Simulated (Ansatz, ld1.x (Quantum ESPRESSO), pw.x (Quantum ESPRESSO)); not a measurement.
carbon (C): one change to the TM potential, in the atom and in the fcc crystal

ld1.x (Quantum ESPRESSO) 7.5 input, shortened:

```
&input
   title='C', zed=6., rel=1, dft='PW', iswitch=3,
   config='[He] 2s2 2p2 3d-2'
 /
 &inputp
   pseudotype=2, tm=.true., lloc=-1, rcloc=1.45,
   nlcc=.false.
 /
3
2S  1  0   2.00   0.00  1.15  1.15  0.0
2P  2  1   2.00   0.00  1.75  1.75  0.0
3D  3  2  -2.00   0.50  1.70  1.70  0.0
 &test
   configts(1)='2s2 2p2'
 /
```

Change: wave 2p (bound): rc 1.75 bohr becomes 2p (bound): rc 2.50 bohr.

Cutoffs, loose and tight: the cutoffs (Ry, on a coarse ladder) from which the occupation-weighted sum of valence levels, in a spherical-Bessel basis at the reference potential, stays within 10 and 1 mRy of its value at 400 Ry. They do not see the model core or the augmentation charge, which bear on the density cutoff. Test errors are all-electron minus pseudo excitation energies from the reference, over the configurations 2s2 2p1; 2s2 2p0; 2s1 2p0; 2s2 2p2.3; 2s1 2p2; 2s0 2p4; 2s1 2p3 (two spin-polarised tests are not counted in the largest error); variants that change the core or the reference have their own tests.

Crystal test: fcc C in pw.x 7.5, no spin, 18³ k-points, Fermi–Dirac smearing 0.01 Ry, cutoffs set for each file from its atomic test. The reference is all-electron LAPW (Ansatz 0.2.0) with the same functional, mesh and smearing; V0 and B0 come from Birch–Murnaghan fits to the pressures at five volumes. Errors are pseudo minus all-electron; Δ is the rms difference of the E(V) curves that follow from these fits, minima aligned, over ±6 % about the mean V0. Mesh and smearing are coarse, so the numbers serve the comparison and aren't converged zero-temperature values; the lattice is a test structure that the element need not adopt.

All-electron: a0 = 3.017 Å (V0 = 6.86 Å³/atom), B0 = 179.7 GPa.

Does the change bring the crystal closer to the all-electron result?

The mean pressure error goes from +0.53 to +2.83 GPa, so the change moves the solid further from the all-electron pressures. At 80 % of its cutoff the pressure of the base moves by -0.94 GPa.

```csv
quantity,base,changed
outcome (atom),generated,generated
"cutoff, loose (atom)",40 Ry,35 Ry
"cutoff, tight (atom)",90 Ry,90 Ry
bound ghosts (atom),none,none
largest test error (meV) (atom),+518,+613 over the solved tests; 1 of 9 tests not solved or not reliable
cutoffs in pw.x (Ry),110/440,110/440
a0 (Å),3.020,3.033
a0 error (%),+0.10,+0.55
B0 error (%),-0.9,-4.8
Δ (meV/atom),0.8,4.3
mean pressure error (GPa),+0.53,+2.83
```

Changed file: The largest radius (2.50 bohr) exceeds half the bond length (2.03 bohr), so the spheres overlap, which is one possible source of error among others. This is a poor potential for the solid. Atomic configuration tests: 1 of 9 tests not solved or not reliable. The atomic cutoffs weigh occupied waves only.
